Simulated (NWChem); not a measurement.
The numbers come from NWChem runs, not from measurements. System: H2P, charge 0, spin multiplicity 2, at a geometry optimised with UPBE/def2-SVP. The structure started from a generated list of species. Its SCF solution wasn't tested for a lower state. Level: ROCCSD(T)/def2-TZVP, 5 core orbitals frozen.

The NWChem input:

```
start mol
memory heap 100 mb stack 700 mb global 1900 mb
geometry units angstroms nocenter noautoz
  P      0.000000     0.000000     0.119600
  H      1.028866     0.000000    -0.897003
  H     -1.028866     0.000000    -0.897003
  symmetry group C2v
end
basis spherical
  * library def2-tzvp
end
scf
  rohf
  nopen 1
  maxiter 100
  thresh 1e-7
  semidirect memsize 60000000 filesize 0
  # guess.movecs holds the orbitals of an unrestricted PBE0 run
  vectors input guess.movecs output mol.movecs
end
tce
  freeze core 5
  ccsd(t)
  2eorb
  2emet 13
  thresh 1e-6
  maxiter 100
  tilesize 24
end
task tce energy
```

NWChem printed:

```
             Northwest Computational Chemistry Package (NWChem) 7.3.0
             --------------------------------------------------------

                                NWChem Input Module
                                -------------------

 Scaling coordinates for geometry "geometry" by  1.889725989
 (inverse scale =  0.529177249)

 Turning off AUTOSYM since
 SYMMETRY directive was detected!

                             Geometry "geometry" -> ""
                             -------------------------

 Output coordinates in angstroms (scale by  1.889725989 to convert to a.u.)

  No.       Tag          Charge          X              Y              Z
 ---- ---------------- ---------- -------------- -------------- --------------
    1 P                   15.0000     0.00000000     0.00000000     0.11960000
    2 H                    1.0000     1.02886600     0.00000000    -0.89700300
    3 H                    1.0000    -1.02886600     0.00000000    -0.89700300

 Effective nuclear repulsion energy (a.u.)      11.2329785694

            Nuclear Dipole moment (a.u.)
            ----------------------------
        X                 Y               Z
 ---------------- ---------------- ----------------
     0.0000000000     0.0000000000    -0.0000113384

      Symmetry information
      --------------------

 Group name             C2v
 Group number             16
 Group order               4
 No. of unique centers     2

      Symmetry unique atoms

     1    2


 Summary of "ao basis" -> "" (spherical)
 ------------------------------------------------------------------------------
       Tag                 Description            Shells   Functions and Types
 ---------------- ------------------------------  ------  ---------------------
 *                         def2-tzvp                  on all atoms

 Summary of "ao basis" -> "ao basis" (spherical)
 ------------------------------------------------------------------------------
       Tag                 Description            Shells   Functions and Types
 ---------------- ------------------------------  ------  ---------------------
[...]
            Beta electrons :     8
           No. of orbitals :    98
            Alpha orbitals :    49
             Beta orbitals :    49
        Alpha frozen cores :     5
         Beta frozen cores :     5
     Alpha frozen virtuals :     0
      Beta frozen virtuals :     0
         Spin multiplicity : doublet
    Number of AO functions :    49
       Number of AO shells :    21
        Use of symmetry is : on
      Symmetry adaption is : on
         Schwarz screening : 0.10D-09

          Correlation Information
          -----------------------
          Calculation type : Coupled-cluster singles & doubles w/ perturbation
   Perturbative correction : (T)
            Max iterations :      100
        Residual threshold : 0.10D-05
     T(0) DIIS level shift : 0.00D+00
     L(0) DIIS level shift : 0.00D+00
     T(1) DIIS level shift : 0.00D+00
     L(1) DIIS level shift : 0.00D+00
     T(R) DIIS level shift : 0.00D+00
     T(I) DIIS level shift : 0.00D+00
   CC-T/L Amplitude update :  5-th order DIIS
                I/O scheme : Global Array Library
        L-threshold :  0.10D-05
        EOM-threshold :  0.10D-05
 no EOMCCSD initial starts read in
 TCE RESTART OPTIONS
 SLICE:      F
 D4D5:       F
 quantumc:   F
 qrotation:  F
 pwtce:      F
 qducc:      F
 nacto:                         0
 nrotv:                         0
 nrot:                          0

            Memory Information
            ------------------
          Available GA space size is     249031998 doubles
          Available MA space size is     104853260 doubles

 Maximum block size supplied by input
 Maximum block size        24 doubles

 tile_dim =     16

 -------------------------------------------------

 Global array virtual files algorithm will be used

 Parallel file system coherency ......... OK

 4-electron integrals stored in orbital form

 v2    file size   =           303640
 4-index algorithm nr.  13 is used
 imaxsize =       30
 imaxsize ichop =        0


CCSD iterations
 ---------------------------------------------------------
 Iter          Residuum       Correlation     Cpu    Wall
 ---------------------------------------------------------
    1   0.1044737511473  -0.1399515860610     0.1     0.1
    2   0.0309624728447  -0.1573291898875     0.1     0.1
    3   0.0115670611086  -0.1612189938599     0.2     0.2
    4   0.0049017133870  -0.1624046116687     0.2     0.2
    5   0.0022723924578  -0.1628268535872     0.1     0.1
    6   0.0003434287812  -0.1631363694853     0.2     0.2
    7   0.0001414486163  -0.1631232271340     0.1     0.1
    8   0.0000716684043  -0.1631233547637     0.1     0.1
    9   0.0000397077804  -0.1631233656145     0.2     0.2
   10   0.0000223625906  -0.1631235418010     0.2     0.2
   11   0.0000020428116  -0.1631238287486     0.1     0.1
   12   0.0000006985961  -0.1631240552262     0.1     0.1
 -----------------------------------------------------------------
 Iterations converged
 CCSD correlation energy / hartree =        -0.163124055226209
 CCSD total energy / hartree       =      -342.038474120542674

 Singles contributions

 Doubles contributions
 CCSD(T)
 Using plain CCSD(T) code
             total no. of tasks          365
 total no. of tasks / no. procs          365
                         wl_min            8           1.4
                         wl_max        32768           5.7
        thresh for no. of tasks          365

 CCSD[T]  correction energy / hartree =        -0.005652547054981
 CCSD[T] correlation energy / hartree =        -0.168776602281191
 CCSD[T] total energy / hartree       =      -342.044126667597652
 CCSD(T)  correction energy / hartree =        -0.005596227744426
 CCSD(T) correlation energy / hartree =        -0.168720282970635
 CCSD(T) total energy / hartree       =      -342.044070348287107

 Task  times  cpu:        5.2s     wall:        5.2s

 Total times  cpu:        5.3s     wall:        5.3s
```
